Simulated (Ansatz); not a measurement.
Geometry optimisation, RKS PBE0-D4/def2-SVP in Ansatz.

input.yaml

```yaml
crystal:
  periodic: [false, false, false]
  atoms:
    - { symbol: C, position_ang: [-0.95686, 1.06064, -0.80793] }
    - { symbol: Si, position_ang: [0.75853, 0.68075, -0.6318] }
    - { symbol: C, position_ang: [0.80513, -0.80471, 0.60617] }
    - { symbol: H, position_ang: [-1.79296, 0.55132, -0.31283] }
    - { symbol: H, position_ang: [-1.28716, 1.87307, -1.45983] }
    - { symbol: H, position_ang: [0.37818, -0.54777, 1.58329] }
    - { symbol: H, position_ang: [1.83568, -1.13405, 0.79152] }
    - { symbol: H, position_ang: [0.25946, -1.67926, 0.23141] }
total_charge: -1
basis:
  gaussian: { orbitals: def2-SVP }
hamiltonian:
  xc: pbe0
  dispersion: d4
relax:
  f_tol: 0.015
  max_steps: 40
```

Command:

```bash
$ ansatz run input.yaml --threads 1 --pin off --max-ram 2048MiB --backend cpu --events-out ev --progress --plain --runs-dir out
```

Q: Where does it end, and by what steps?

A: It converged. Limits of this set-up: an anion without diffuse functions, the dipole of an ion depends on the origin. After 5 steps the energy has fallen by 0.035 eV; H4 moved furthest, 0.08 Å.

| step | energy less start (eV) | largest force component (eV/Å) | accepted |
| --- | --- | --- | --- |
| 0 | 0.0000 | 0.640 | yes |
| 1 | -0.0272 | 0.240 | yes |
| 2 | -0.0345 | 0.091 | yes |
| 3 | -0.0336 | 0.085 | no |
| 4 | -0.0351 | 0.022 | yes |
| 5 | -0.0351 | 0.012 | yes |

```xyz
8
Properties=species:S:1:pos:R:3
C -0.930 1.046 -0.797
Si 0.800 0.725 -0.674
C 0.802 -0.797 0.600
H -1.737 0.503 -0.272
H -1.318 1.852 -1.442
H 0.338 -0.511 1.563
H 1.821 -1.166 0.822
H 0.223 -1.652 0.200
```

Run time: 29 s on 1 thread of Intel(R) Xeon(R) Processor @ 2.50GHz (Skylake/Cascade Lake) (shared host), peak memory 0.14 GiB.
